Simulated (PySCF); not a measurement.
Stepwise substitution at one centre (Al F-SiH3). Gas-phase values, no solvent. Strings in code marks are SMILES.

The dipole moment from two functionals at the same geometries (PBE0-D4/def2-TZVP), both in PySCF: PBE-D3(BJ)/def2-TZVP and PBE0-D4/def2-TZVP. 

| species | PBE-D3(BJ)/def2-TZVP (D) |
|---|---|
| 0 of 3 F replaced by SiH3 (`[Al]([F])([F])[F]`) | 0.00 |
| 1 of 3 F replaced by SiH3 | 1.76 |
| 2 of 3 F replaced by SiH3 | 1.08 |
| 3 of 3 F replaced by SiH3 (`[SiH3][Al]([SiH3])[SiH3]`) | 0.18 |

What does PBE0-D4/def2-TZVP give for each?


- 0 of 3 F replaced by SiH3 (`[Al]([F])([F])[F]`): 0.00
- 1 of 3 F replaced by SiH3: 1.82
- 2 of 3 F replaced by SiH3: 1.16
- 3 of 3 F replaced by SiH3 (`[SiH3][Al]([SiH3])[SiH3]`): 0.21
Over these rows, drawn at random from the members with no instability flagged (it was tested for open shells, ions and some series alone), PBE minus PBE0-D4: mean -0.04 D, from -0.07 D to 0.00 D.
